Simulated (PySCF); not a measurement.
Li2, SMILES [Li][Li].

Coordinates come from a B3LYP-D3(BJ)/def2-TZVPD optimisation.

The numbers are results of PySCF with CAM-B3LYP/def2-TZVPD, not measurements.

Isolated molecule, no solvent.

The total energy comes out as -14.97521 hartree and the point group comes out as D∞h. The highest occupied level is -4.61 eV, the lowest empty level is -0.67 eV and the orbital gap is 3.94 eV. The dipole moment comes out as 0.00 D and the quadrupole, principal values (traceless, Buckingham form, about the centre of nuclear charge) is -6.91, -6.91, 13.83 D·Å. The mean static polarisability comes out as 187.1 bohr³ (27.72 Å³). The polarisability, principal values comes out as 159.9, 159.9, 241.5 bohr³.
